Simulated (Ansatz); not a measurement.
CH₄AlCl, SMILES `[CH3][AlH][Cl]`. Total charge 0; spin multiplicity 1.

```xyz
7

C    -0.377   -0.633   -0.582
Al    0.374    0.584    0.726
Cl    1.140    2.439    0.090
H     0.156   -1.589   -0.566
H    -0.334   -0.236   -1.598
H    -1.422   -0.856   -0.346
H     0.464    0.291    2.275
```

(1) What are the harmonic wavenumbers in cm⁻¹ at PBE0-D4/def2-TZVP (Ansatz, finite differences of forces, unscaled)? (Estimate.)

## Answers

(1) Computed: 36i, 170, 399, 489, 578, 668, 679, 758, 1221, 1436, 1440, 1954, 3040, 3111, 3144.
